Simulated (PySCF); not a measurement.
# Mayer bond orders and bond lengths

Species: pentacarbon monoxide, C5O.
SMILES with atom numbers: `[C-:1]#[C:2][C:3]#[C:4][C:5]#[O+:6]`

Bond orders from the PBE0/pcSseg-1 density (PySCF). Geometry: PBE0-D3(BJ)/def2-SVP; no solvent, vibrations or thermal averaging.

**Question.** Where do the orders between heavy atoms depart from those drawn in the SMILES?

**Answer.** The largest departure is 1.608, at C3–C4 (drawn triple, 1.392). Drawn single, order above 1.12: C4–C5 (1.621). Drawn double or triple, more than 0.30 short of the drawn order: C1–C2 (2.265), C3–C4 (1.392) and C5–O6 (2.087). The SMILES, with its formal charges, is one Lewis structure only.

**Question.** Give the Mayer order of every bond, beside its length.

**Answer.** 
```
 bond  drawn as  length (Å)  Mayer order
C1–C2    triple       1.285        2.265
C2–C3    single       1.300        1.105
C3–C4    triple       1.269        1.392
C4–C5    single       1.293        1.621
C5–O6    triple       1.155        2.087
```

Bonds between the same two heavy elements. C–C: lowest C2–C3 (1.105, 1.300 Å), highest C1–C2 (2.265, 1.285 Å); in 2 of the 6 pairs the longer bond (by over 0.003 Å) has the higher order (by 0.02 or more).

**Question.** Sum the orders of all bonds at each heavy atom with more than one neighbour and set the sums beside the valence in the SMILES.

**Answer.** C2 3.370 (drawn 4), C3 2.497 (drawn 4), C4 3.013 (drawn 4), C5 3.708 (drawn 4). Orders between atoms that aren't bonded are not in these sums.

For a closed shell the Mayer order of atoms A and B is Σ (PS)μν (PS)νμ over the basis functions μ on A and ν on B, with P the density and S the overlap matrix.

These values come from a run that also computed NMR shieldings. The run took 5.2 s wall on Arm Neoverse V1, one thread, on a shared host, and the process peaked at 0.44 GiB of memory.
